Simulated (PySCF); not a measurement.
Scan of O2S, singlet: map of symmetric stretch and bend. Scanned: S-O bond length and O-S-O angle.

Cartesian coordinates as functions of the variables (Å; names that start with a are angles):
```
S  0  0  0
O  r*sin(a/2)  0  r*cos(a/2)
O  -r*sin(a/2)  0  r*cos(a/2)
```

Computed with wB97X-V/cc-pVDZ (PySCF).

Energy in kcal/mol above the lowest grid point; x is the S-O bond length (Å), y the O-S-O angle (°).

| y \ x | 1.22 | 1.30 | 1.37 | 1.44 | 1.51 | 1.58 | 1.66 | 1.73 | 1.80 | 1.87 | 1.94 |
|---|---|---|---|---|---|---|---|---|---|---|---|
| 180 | 243.3 | 146.1 | 100.4 | 79.3 | 75.1 | 82.4 | 100.0 | 120.5 | 143.8 | 168.6 | 193.9 |
| 171.36 | 236.8 | 139.6 | 94.1 | 73.4 | 69.5 | 77.1 | 95.0 | 115.6 | 138.9 | 163.3 | 188.0 |
| 162.73 | 220.1 | 123.2 | 78.5 | 58.8 | 56.0 | 64.6 | 83.5 | 104.8 | 128.5 | 153.3 | 178.2 |
| 154.09 | 199.4 | 103.3 | 59.7 | 41.4 | 40.2 | 50.3 | 70.6 | 92.9 | 117.6 | 143.1 | 168.7 |
| 145.45 | 180.1 | 84.7 | 42.3 | 25.4 | 25.6 | 37.1 | 58.8 | 82.2 | 107.7 | 134.1 | 160.3 |
| 136.82 | 165.0 | 70.0 | 28.4 | 12.5 | 13.8 | 26.4 | 49.2 | 73.4 | 99.6 | 126.6 | 153.3 |
| 128.18 | 156.0 | 60.7 | 19.2 | 3.8 | 5.7 | 18.8 | 42.3 | 67.0 | 93.6 | 120.9 | 147.9 |
| 119.55 | 154.4 | 57.8 | 15.7 | 0.0 | 1.8 | 14.9 | 38.5 | 63.3 | 90.0 | 117.3 | 144.4 |
| 110.91 | 162.2 | 62.8 | 19.0 | 2.0 | 2.9 | 15.3 | 38.2 | 62.6 | 89.0 | 116.0 | 142.9 |
| 102.27 | 182.0 | 77.6 | 30.5 | 11.0 | 9.9 | 20.7 | 42.2 | 65.5 | 91.0 | 117.3 | 143.5 |
| 93.64 | 218.1 | 105.7 | 53.1 | 29.2 | 24.5 | 32.5 | 51.3 | 72.7 | 96.5 | 121.5 | 146.6 |
| 85 | 276.9 | 152.7 | 91.6 | 60.6 | 50.1 | 53.2 | 67.5 | 85.7 | 106.9 | 129.6 | 153.0 |

Points that lie below all their neighbours on the grid: x = 1.44, y = 119.55 (0.0 kcal/mol).
